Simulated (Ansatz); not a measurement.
Two structures of AlH₂Cl, singlet, reached by relaxing down either side of one saddle point (PBE0-D4/def2-TZVP). Energies are electronic, without zero-point energy. Computed with Ansatz 0.2.0 (basis: def2-TZVPP and def2-QZVPP); correlated methods freeze the cores. Extrapolation: Hartree–Fock as exp(−7.88 √X), correlation as X^−2.97. First:

```xyz
4
angstrom
Al -0.0447 0.1052 0.1127
Cl 0.5393 -1.2689 -1.3600
H 0.7634 1.4540 0.2107
H -1.2579 -0.2902 1.0366
```

Second:

```csv
atom,x (Å),y (Å),z (Å)
Al1,-0.7690,0.7269,1.2280
Cl2,0.6937,-0.4380,-0.9647
H3,1.5702,0.4599,-1.2298
H4,-1.4949,-0.7487,0.9666
```

Task: Which bonds change from the first to the second?

Result: AlH₂Cl ([AlH2][Cl]) → AlH + HCl; bonds formed: Cl2–H3; bonds broken: Al1–Cl2, Al1–H3.

Task: Give the saddle point's structure and its height above each. (An estimate is asked for; the value comes from the calculation.)

Result: By the calculation: 3.250 eV above the first and 0.454 eV above the second (CCSD(T) at an estimated basis limit (MP2 extrapolated from triple and quadruple zeta, plus CCSD(T) − MP2 in triple zeta)).
Al1  (-0.343, 0.536, 0.687)
Cl2  (0.846, -0.658, -1.258)
H3  (0.953, 0.687, -0.479)
H4  (-1.456, -0.565, 1.049)
(Å)

No T1 diagnostic of these runs exceeds 0.015. The restricted Hartree–Fock reference is unstable towards an unrestricted one at one or more of these structures.

Labels in which every atom is bracketed show which atoms are joined, not bond orders.

For scale, one of the runs: CCSD(T)/def2-TZVPP, 112 basis functions (an equivalent command: `ansatz run in.yaml --threads 2`). The run took about 1.8 s on 2 CPU threads (shared host).
